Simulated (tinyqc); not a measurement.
Worked calculation: G0W0 on RHF in the sto-6g basis, for OH-, spin multiplicity 1. The basis has no diffuse functions, so it cannot describe the extra electron: this is an exercise in the method, not the real anion. Computed by tinyqc, a small Python program that keeps every step (integrals from PySCF). Settings: charge = -1, multiplicity = 1, basis = sto-6g, method = RHF, energy threshold = 1e-10, iteration cap = 58, orthogonalisation = symmetric, start = core, DIIS depth = 6. Command: `OMP_NUM_THREADS=1 python tinyqc.py 20036 20037 out.jsonl` (the two numbers bound the seeds that draw the settings). One thread of a shared host (Intel(R) Xeon(R) Processor @ 2.60GHz), about 0.1 s of CPU time with the checks. The early iterations of the SCF are left out here.

## One-electron integrals

Geometry (angstrom):
```
atom        x        y        z
O     0.00000  0.00000  0.00000
H     0.00000  0.00000  1.31700
```

Basis sto-6g: exponents (1/bohr^2) and contraction coefficients of normalised primitives:
```
element  l (shell)    exponent  coefficient
O            s (1)  1355.58423      0.00916
O            s (1)   248.54489      0.04936
O            s (1)    69.53390      0.16854
O            s (1)    23.88677      0.37056
O            s (1)     9.27593      0.41649
O            s (1)     3.82034      0.13033
O            s (2)    52.18776     -0.01325
O            s (2)    10.32932     -0.04699
O            s (2)     3.21034     -0.03379
O            s (2)     1.23514      0.25024
O            s (2)     0.53642      0.59512
O            s (2)     0.24588      0.24071
O            p (3)    52.18776      0.00376
O            p (3)    10.32932      0.03768
O            p (3)     3.21034      0.17390
O            p (3)     1.23514      0.41804
O            p (3)     0.53642      0.42586
O            p (3)     0.24588      0.10171
H            s (1)    35.52322      0.00916
H            s (1)     6.51314      0.04936
H            s (1)     1.82214      0.16854
H            s (1)     0.62596      0.37056
H            s (1)     0.24308      0.41649
H            s (1)     0.10011      0.13033
```

Overlap, kinetic and nuclear-attraction integrals over the contracted functions; the nuclear repulsion is the sum of Za Zb / Rab.

nuclear repulsion = 3.2144402 hartree

overlap S, order 1O 1s, 1O 2s, 1O 2px, 1O 2py, 1O 2pz, 2H 1s:
$$\begin{pmatrix}
1.00000 & 0.23114 & 0.00000 & 0.00000 & 0.00000 & 0.02415 \\
0.23114 & 1.00000 & 0.00000 & 0.00000 & 0.00000 & 0.27585 \\
0.00000 & 0.00000 & 1.00000 & 0.00000 & 0.00000 & 0.00000 \\
0.00000 & 0.00000 & 0.00000 & 1.00000 & 0.00000 & 0.00000 \\
0.00000 & 0.00000 & 0.00000 & 0.00000 & 1.00000 & 0.25858 \\
0.02415 & 0.27585 & 0.00000 & 0.00000 & 0.25858 & 1.00000
\end{pmatrix}$$

kinetic energy T (hartree), order 1O 1s, 1O 2s, 1O 2px, 1O 2py, 1O 2pz, 2H 1s:
$$\begin{pmatrix}
29.32720 & -0.89602 & 0.00000 & 0.00000 & 0.00000 & -0.00628 \\
-0.89602 & 0.84262 & 0.00000 & 0.00000 & 0.00000 & 0.01590 \\
0.00000 & 0.00000 & 2.53131 & 0.00000 & 0.00000 & 0.00000 \\
0.00000 & 0.00000 & 0.00000 & 2.53131 & 0.00000 & 0.00000 \\
0.00000 & 0.00000 & 0.00000 & 0.00000 & 2.53131 & 0.08590 \\
-0.00628 & 0.01590 & 0.00000 & 0.00000 & 0.08590 & 0.76852
\end{pmatrix}$$

nuclear attraction V (hartree), order 1O 1s, 1O 2s, 1O 2px, 1O 2py, 1O 2pz, 2H 1s:
$$\begin{pmatrix}
-61.66012 & -6.24416 & 0.00000 & 0.00000 & -0.00868 & -0.74490 \\
-6.24416 & -9.40160 & 0.00000 & 0.00000 & -0.10261 & -1.86653 \\
0.00000 & 0.00000 & -9.38256 & 0.00000 & 0.00000 & 0.00000 \\
0.00000 & 0.00000 & 0.00000 & -9.38256 & 0.00000 & 0.00000 \\
-0.00868 & -0.10261 & 0.00000 & 0.00000 & -9.43850 & -1.54588 \\
-0.74490 & -1.86653 & 0.00000 & 0.00000 & -1.54588 & -4.42658
\end{pmatrix}$$

core Hamiltonian H = T + V (hartree), order 1O 1s, 1O 2s, 1O 2px, 1O 2py, 1O 2pz, 2H 1s:
$$\begin{pmatrix}
-32.33292 & -7.14018 & 0.00000 & 0.00000 & -0.00868 & -0.75118 \\
-7.14018 & -8.55898 & 0.00000 & 0.00000 & -0.10261 & -1.85063 \\
0.00000 & 0.00000 & -6.85125 & 0.00000 & 0.00000 & 0.00000 \\
0.00000 & 0.00000 & 0.00000 & -6.85125 & 0.00000 & 0.00000 \\
-0.00868 & -0.10261 & 0.00000 & 0.00000 & -6.90719 & -1.45998 \\
-0.75118 & -1.85063 & 0.00000 & 0.00000 & -1.45998 & -3.65806
\end{pmatrix}$$

## Two-electron integrals

Functions are numbered as in S; the eight-fold symmetry (ij|kl) = (ji|kl) = (kl|ij) leaves the list below.

Two-electron integrals (ij|kl) in chemists' order, unique and non-zero (hartree):
```
(11|11) 4.78749   (21|11) 0.67588   (21|21) 0.12150   (22|11) 1.11738
(22|21) 0.24921   (22|22) 0.81738   (31|31) 0.02576   (32|31) 0.03914
(32|32) 0.18066   (33|11) 1.11738   (33|21) 0.24921   (33|22) 0.81738
(33|33) 0.88066   (41|41) 0.02576   (42|41) 0.03914   (42|42) 0.18066
(43|43) 0.04746   (44|11) 1.11738   (44|21) 0.24921   (44|22) 0.81738
(44|33) 0.78574   (44|44) 0.88066   (51|51) 0.02576   (52|51) 0.03914
(52|52) 0.18066   (53|53) 0.04746   (54|54) 0.04746   (55|11) 1.11738
(55|21) 0.24921   (55|22) 0.81738   (55|33) 0.78574   (55|44) 0.78574
(55|55) 0.88066   (61|11) 0.07497   (61|21) 0.01294   (61|22) 0.02601
(61|33) 0.02596   (61|44) 0.02596   (61|51) 0.00063   (61|52) 0.00125
(61|55) 0.02612   (61|61) 0.00140   (62|11) 0.20938   (62|21) 0.04748
(62|22) 0.17597   (62|33) 0.17291   (62|44) 0.17291   (62|51) 0.00382
(62|52) 0.02985   (62|55) 0.18209   (62|61) 0.00510   (62|62) 0.05034
(63|31) 0.00490   (63|32) 0.02878   (63|53) 0.00596   (63|63) 0.00655
(64|41) 0.00490   (64|42) 0.02878   (64|54) 0.00596   (64|64) 0.00655
(65|11) 0.16439   (65|21) 0.03776   (65|22) 0.14906   (65|33) 0.14271
(65|44) 0.14271   (65|51) 0.00745   (65|52) 0.05173   (65|55) 0.16174
(65|61) 0.00421   (65|62) 0.05177   (65|65) 0.05904   (66|11) 0.39824
(66|21) 0.09195   (66|22) 0.39167   (66|33) 0.37807   (66|44) 0.37807
(66|51) 0.00813   (66|52) 0.09000   (66|55) 0.41887   (66|61) 0.00992
(66|62) 0.15291   (66|65) 0.17856   (66|66) 0.77500
```

## Orthogonalisation

S = U s U^T; symmetric (Loewdin) form X = U s^(-1/2) U^T, so that X^T S X = 1.

eigenvalues of S: [0.58985, 0.84745, 1.00000, 1.00000, 1.13282, 1.42989]

X, order 1O 1s, 1O 2s, 1O 2px, 1O 2py, 1O 2pz, 2H 1s:
$$\begin{pmatrix}
1.02132 & -0.12327 & 0.00000 & 0.00000 & -0.00335 & 0.01409 \\
-0.12327 & 1.05433 & 0.00000 & 0.00000 & 0.03065 & -0.15495 \\
0.00000 & 0.00000 & 1.00000 & 0.00000 & 0.00000 & 0.00000 \\
0.00000 & 0.00000 & 0.00000 & 1.00000 & 0.00000 & 0.00000 \\
-0.00335 & 0.03065 & 0.00000 & 0.00000 & 1.02807 & -0.14245 \\
0.01409 & -0.15495 & 0.00000 & 0.00000 & -0.14245 & 1.06046
\end{pmatrix}$$

## Starting guess

The start is the orbitals of the core Hamiltonian; D = 2 C_occ C_occ^T.

D at the start, order 1O 1s, 1O 2s, 1O 2px, 1O 2py, 1O 2pz, 2H 1s:
$$\begin{pmatrix}
2.11600 & -0.50687 & 0.00000 & 0.00000 & -0.01771 & 0.05040 \\
-0.50687 & 2.21245 & 0.00000 & 0.00000 & 0.09956 & -0.21064 \\
0.00000 & 0.00000 & 2.00000 & 0.00000 & 0.00000 & 0.00000 \\
0.00000 & 0.00000 & 0.00000 & 2.00000 & 0.00000 & 0.00000 \\
-0.01771 & 0.09956 & 0.00000 & 0.00000 & 2.09770 & -0.23790 \\
0.05040 & -0.21064 & 0.00000 & 0.00000 & -0.23790 & 0.04498
\end{pmatrix}$$

## Iteration 8 (converged): orbitals

converged F (hartree), order 1O 1s, 1O 2s, 1O 2px, 1O 2py, 1O 2pz, 2H 1s:
$$\begin{pmatrix}
-19.78039 & -4.80296 & 0.00000 & 0.00000 & -0.01348 & -0.50760 \\
-4.80296 & -1.71691 & 0.00000 & 0.00000 & 0.02019 & -0.39615 \\
0.00000 & 0.00000 & 0.16795 & 0.00000 & 0.00000 & 0.00000 \\
0.00000 & 0.00000 & 0.00000 & 0.16795 & 0.00000 & 0.00000 \\
-0.01348 & 0.02019 & 0.00000 & 0.00000 & 0.54429 & -0.24528 \\
-0.50760 & -0.39615 & 0.00000 & 0.00000 & -0.24528 & 0.09882
\end{pmatrix}$$

Diagonalise F' = X^T F X, C = X C', fill 5 alpha and 5 beta electrons from the bottom; D = 2 C_occ C_occ^T. Each column has its largest component positive (the first on a tie).

F' = X^T F X (hartree):
$$\begin{pmatrix}
-19.46238 & -2.46459 & 0.00000 & 0.00000 & -0.03391 & -0.04088 \\
-2.46459 & -0.84396 & 0.00000 & 0.00000 & 0.10674 & -0.26860 \\
0.00000 & 0.00000 & 0.16795 & 0.00000 & 0.00000 & 0.00000 \\
0.00000 & 0.00000 & 0.00000 & 0.16795 & 0.00000 & 0.00000 \\
-0.03391 & 0.10674 & 0.00000 & 0.00000 & 0.65261 & -0.38481 \\
-0.04088 & -0.26860 & 0.00000 & 0.00000 & -0.38481 & 0.28807
\end{pmatrix}$$

orbital energies (hartree): MO1 -19.78341, MO2 -0.59997, MO3 0.08362, MO4 0.16795, MO5 0.16795, MO6 0.93411

coefficients C, order 1O 1s, 1O 2s, 1O 2px, 1O 2py, 1O 2pz, 2H 1s:
$$\begin{pmatrix}
0.99690 & -0.24078 & 0.06474 & 0.00000 & 0.00000 & -0.05016 \\
0.01331 & 0.97425 & -0.35106 & 0.00000 & 0.00000 & 0.28137 \\
0.00000 & 0.00000 & 0.00000 & 0.99995 & 0.00962 & 0.00000 \\
0.00000 & 0.00000 & 0.00000 & -0.00962 & 0.99995 & 0.00000 \\
0.00117 & -0.00816 & 0.47255 & 0.00000 & 0.00000 & 0.92455 \\
-0.00218 & 0.15060 & 0.78579 & 0.00000 & 0.00000 & -0.72726
\end{pmatrix}$$

D after iteration 8, order 1O 1s, 1O 2s, 1O 2px, 1O 2py, 1O 2pz, 2H 1s:
$$\begin{pmatrix}
2.11195 & -0.48809 & 0.00000 & 0.00000 & 0.06745 & 0.02488 \\
-0.48809 & 2.14516 & 0.00000 & 0.00000 & -0.34766 & -0.25834 \\
0.00000 & 0.00000 & 2.00000 & 0.00000 & 0.00000 & 0.00000 \\
0.00000 & 0.00000 & 0.00000 & 2.00000 & 0.00000 & 0.00000 \\
0.06745 & -0.34766 & 0.00000 & 0.00000 & 0.44674 & 0.74019 \\
0.02488 & -0.25834 & 0.00000 & 0.00000 & 0.74019 & 1.28031
\end{pmatrix}$$

Within a degenerate level the vectors are fixed only up to a rotation; this is one choice.

## Convergence

Stop when the energy changes by less than 1e-10 hartree and every element of the error matrix X^T (F D S - S D F) X is below 3e-06.

Course of the cycle:
```
iteration  E (hartree)     change  largest element of the error matrix
1          -73.6636906          -                             4.81e-01
2          -74.6810761  -1.02e+00                             2.45e-01
3          -74.7531822  -7.21e-02                             7.59e-02
4          -74.7605704  -7.39e-03                             3.65e-03
5          -74.7605777  -7.35e-06                             9.65e-04
6          -74.7605783  -6.31e-07                             1.76e-05
7          -74.7605783  -1.90e-10                             3.11e-07
8          -74.7605783  -8.53e-14                             2.80e-11
```

PySCF RHF in the same basis = -74.7605783 hartree

Converged in 8 iterations.

## Populations, bond orders and dipole

Mulliken: Z minus the diagonal of D S on the atom; Loewdin: the same with S^(1/2) D S^(1/2); Mayer order: 2 sum_s sum (D(s) S)_ij (D(s) S)_ji over the two atoms.

Charges (e):
```
atom  Mulliken   Loewdin
1O    -0.59895  -0.61017
2H    -0.40105  -0.38983
```

Mayer bond orders:
```
pair    order
2-1   0.83916
```

dipole moment about the origin, x y z (debye): [0.00000, 0.00000, -1.95799]

## Integrals over molecular orbitals

(pq|rs) = sum C_ip C_jq C_kr C_ls (ij|kl), one index at a time.

one-electron integrals over orbitals h = C^T H C (hartree):
$$\begin{pmatrix}
-32.32029 & 0.62625 & -0.16538 & 0.00000 & 0.00000 & 0.13193 \\
0.62625 & -7.21530 & 0.64600 & 0.00000 & 0.00000 & -0.64656 \\
-0.16538 & 0.64600 & -4.77307 & 0.00000 & 0.00000 & -1.58887 \\
0.00000 & 0.00000 & 0.00000 & -6.85125 & 0.00000 & 0.00000 \\
0.00000 & 0.00000 & 0.00000 & 0.00000 & -6.85125 & 0.00000 \\
0.13193 & -0.64656 & -1.58887 & 0.00000 & 0.00000 & -5.78310
\end{pmatrix}$$

Two-electron integrals over orbitals (pq|rs), unique and non-zero (hartree):
```
(11|11) 4.76382    (21|11) -0.46737   (21|21) 0.07353    (22|11) 1.08524
(22|21) -0.02066   (22|22) 0.75377    (31|11) 0.12832    (31|21) -0.02037
(31|22) 0.00611    (31|31) 0.01209    (32|11) -0.16762   (32|21) 0.00577
(32|22) -0.07111   (32|31) 0.00876    (32|32) 0.10467    (33|11) 0.63655
(33|21) -0.00477   (33|22) 0.53582    (33|31) -0.00010   (33|32) 0.03105
(33|33) 0.61236    (41|41) 0.02665    (42|41) 0.03479    (42|42) 0.16284
(43|41) -0.00867   (43|42) -0.03580   (43|43) 0.02428    (44|11) 1.11710
(44|21) -0.01259   (44|22) 0.78082    (44|31) 0.00334    (44|32) -0.09067
(44|33) 0.51622    (44|44) 0.88066    (51|51) 0.02665    (52|51) 0.03479
(52|52) 0.16284    (53|51) -0.00867   (53|52) -0.03580   (53|53) 0.02428
(54|54) 0.04746    (55|11) 1.11710    (55|21) -0.01259   (55|22) 0.78082
(55|31) 0.00334    (55|32) -0.09067   (55|33) 0.51622    (55|44) 0.78574
(55|55) 0.88066    (61|11) -0.10076   (61|21) 0.01587    (61|22) -0.00373
(61|31) 0.00747    (61|32) 0.01974    (61|33) -0.00337   (61|44) -0.00263
(61|55) -0.00263   (61|61) 0.02533    (62|11) 0.13016    (62|21) -0.00438
(62|22) 0.06618    (62|31) 0.01566    (62|32) 0.05995    (62|33) 0.00360
(62|44) 0.07104    (62|55) 0.07104    (62|61) 0.02489    (62|62) 0.11435
(63|11) 0.31498    (63|21) -0.00436   (63|22) 0.17236    (63|31) -0.00224
(63|32) -0.09799   (63|33) -0.03256   (63|44) 0.18656    (63|55) 0.18656
(63|61) -0.00750   (63|62) 0.01373    (63|63) 0.18783    (64|41) 0.00654
(64|42) 0.02671    (64|43) 0.01603    (64|64) 0.03786    (65|51) 0.00654
(65|52) 0.02671    (65|53) 0.01603    (65|65) 0.03786    (66|11) 0.94567
(66|21) -0.01120   (66|22) 0.67732    (66|31) 0.00872    (66|32) -0.00394
(66|33) 0.59461    (66|44) 0.67131    (66|55) 0.67131    (66|61) 0.00793
(66|62) 0.07272    (66|63) 0.08768    (66|66) 0.70447
```

## Screening: direct RPA

With D = e_a - e_i and K = (ia|jb): diagonalise D^(1/2) (D + 4K) D^(1/2) = Z w^2 Z^T; X + Y = D^(1/2) Z w^(-1/2), each column of Z with its largest component positive (the first on a tie); E_c = (sum w - tr (D + 2K)) / 2.

D^(1/2) (D + 4K) D^(1/2) (hartree^2), order 1>6, 2>6, 3>6, 4>6, 5>6:
$$\begin{pmatrix}
431.31461 & 0.56133 & -0.12598 & 0.00000 & 0.00000 \\
0.56133 & 3.05511 & 0.06273 & 0.00000 & 0.00000 \\
-0.12598 & 0.06273 & 1.36234 & 0.00000 & 0.00000 \\
0.00000 & 0.00000 & 0.00000 & 0.70303 & 0.00000 \\
0.00000 & 0.00000 & 0.00000 & 0.00000 & 0.70303
\end{pmatrix}$$

excitation energies w (hartree): [0.83847, 0.83847, 1.16618, 1.74835, 20.76813]

X + Y, order 1>6, 2>6, 3>6, 4>6, 5>6:
$$\begin{pmatrix}
0.00000 & 0.00000 & 0.00144 & -0.00447 & 0.99878 \\
0.00000 & 0.00000 & -0.04254 & 0.93608 & 0.00036 \\
0.00000 & 0.00000 & 0.85340 & 0.02587 & -0.00006 \\
0.00274 & 0.95590 & 0.00000 & 0.00000 & 0.00000 \\
0.95590 & -0.00274 & 0.00000 & 0.00000 & 0.00000
\end{pmatrix}$$

RPA correlation energy = -0.0406459 hartree

Within a degenerate level the vectors are fixed only up to a rotation; this is one choice.

## G0W0 on Hartree-Fock: HOMO

W(p,q,m) = sqrt2 sum_ia (pq|ia) (X+Y)_ia,m; Sigma_c(x) = sum_(i,m) W^2/(x - e_i + w_m) + sum_(a,m) W^2/(x - e_a - w_m); solve x = e_p + Sigma_c(x) by Newton steps; Z = 1/(1 - dSigma/dx); 1 hartree = 27.211386 eV.

The 12 largest terms at x = e_p (hartree; W for the signs of X + Y given):
```
q  m          W       term
5  3    0.22088    0.04183
5  4    0.10089    0.00582
6  1    0.05118   -0.00163
2  1    0.03610    0.00081
3  1    0.02168    0.00051
1  1    0.00884   3.76e-06
5  5   -0.00370   6.58e-07
6  2   -0.00015  -1.34e-08
2  2   -0.00010   6.67e-09
3  2   -0.00006   4.18e-09
1  2  -2.53e-05   3.08e-11
```

Newton steps (hartree):
```
step        x  Sigma_c(x)        Z
0     0.16795     0.04735  0.96036
1     0.21342     0.04554  0.96297
2     0.21348     0.04553  0.96298
3     0.21348     0.04553  0.96298
```

quasiparticle energy of the HOMO = 5.80921 eV

Hartree-Fock value = 4.57015 eV

## G0W0 on Hartree-Fock: LUMO

As before.

The 12 largest terms at x = e_p (hartree; W for the signs of X + Y given):
```
q  m        W       term
3  3  0.22585    0.02529
6  3  0.10146   -0.00883
2  4  0.15173    0.00701
6  4  0.09943   -0.00565
5  1  0.05118    0.00163
4  2  0.05118    0.00163
3  4  0.02509    0.00024
2  5  0.03522    0.00006
1  4  0.03252   4.71e-05
2  3  0.00974   3.51e-05
1  5  0.03579   3.09e-05
6  5  0.01123  -6.08e-06
```

Newton steps (hartree):
```
step        x  Sigma_c(x)        Z
0     0.93411     0.02151  0.97311
1     0.95503     0.02093  0.97309
2     0.95503     0.02093  0.97309
```

quasiparticle energy of the LUMO = 25.98782 eV

Hartree-Fock value = 25.41836 eV
